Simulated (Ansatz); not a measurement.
Two shapes of singlet C₅H₅(-).

Shape 1:

```xyz
10

C     1.2120    0.0399   -0.0290
C     0.3395    1.1083    0.0110
C    -1.0004    0.6658   -0.0074
C    -1.0027   -0.7101    0.0407
C     0.3801   -1.1536    0.0485
H     2.3332   -0.0174   -0.0252
H     0.6717    2.1951   -0.0306
H    -1.8657    1.3146    0.0357
H    -1.9010   -1.3577    0.0188
H     0.6994   -2.1710    0.0480
```

Shape 2:

```xyz
10

C     1.2500    0.0123    0.0022
C     0.3492    1.1135   -0.0339
C    -0.9940    0.6803   -0.0367
C    -1.0165   -0.6836   -0.0042
C     0.3592   -1.1634   -0.0439
H     2.2609    0.0217   -0.0264
H     0.7372    2.2211    0.0211
H    -1.9064    1.3617    0.0094
H    -1.8788   -1.3066    0.0133
H     0.7586   -2.1958   -0.0035
```

Basis set: cc-pVDZ (spherical functions). Frozen core: 5 orbitals. Charge -1, multiplicity 1.

Computed with Ansatz (development build ahead of 0.2.0); each method stands on the lowest determinant of its kind that the runs found.

Which shape is lower in energy, and by how much in each method?

| method | E(2) − E(1) (eV) |
| --- | --- |
| RHF | 0.319 |
| RHF-MP2 | 0.272 |

Shape 1 is lower. Caution: no diffuse functions for an anion.
